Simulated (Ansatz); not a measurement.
Mulliken charges of H7PSi2, SMILES `[SiH3]P[SiH3]` from PBE/def2-TZVPP in Ansatz (PBE0-D4/def2-TZVP geometry).

```csv
atom,x (Å),y (Å),z (Å),charge (e)
Si1,-1.294,0.739,-0.772,0.163
P2,-0.481,-1.287,-0.227,-0.151
Si3,1.219,-0.518,1.031,0.163
H4,-2.305,0.574,-1.849,-0.041
H5,-0.250,1.695,-1.230,-0.035
H6,-1.956,1.293,0.438,-0.036
H7,0.301,-1.417,-1.408,0.049
H8,2.134,-1.647,1.339,-0.041
H9,0.637,-0.003,2.298,-0.036
H10,1.995,0.571,0.380,-0.035
```

**Question.** By hand: the dipole of these point charges (1 e Å = 4.8032 D).

**Answer.** Σ q r = (0.069, 0.079, -0.040) e Å, of length 0.112 e Å = 0.54 D.

**Question.** How does the dipole of the full density compare? (An estimate is asked.)

**Answer.** Ansatz gave: (0.076, 0.056, -0.066) e Å, 0.55 D; the point charges give 0.98 times that, at 18° from its direction.

Point charges leave out the atoms' own dipoles, such as those of lone pairs, and Mulliken's split depends on the basis, so the close match here is no proof of good charges.
